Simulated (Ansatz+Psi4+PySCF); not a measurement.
**singlet CH₃F: levels of theory in one basis**

| atom | x (Å) | y (Å) | z (Å) |
| --- | --- | --- | --- |
| C | -0.6321 | 0.0000 | 0.0000 |
| F | 0.7491 | 0.0000 | 0.0000 |
| H | -0.9832 | -0.3385 | 0.9726 |
| H | -0.9832 | 1.0115 | -0.1932 |
| H | -0.9832 | -0.6731 | -0.7794 |

Basis set: cc-pVTZ (spherical functions). Frozen core: 2 orbitals. Charge 0, multiplicity 1.

Computed with Ansatz (development build ahead of 0.2.0) and Psi4 1.11; each method stands on the lowest determinant of its kind that the runs found.

```csv
method,E − E(RHF) (eV),<S²> of the determinant
RHF,0.00,0.00
RHF-MP2,-11.81,–
RHF-CCSD(T),-12.61,–
```

(1) What does RHF-CCSD give on the same scale?

## Answers

(1) -12.25 eV.
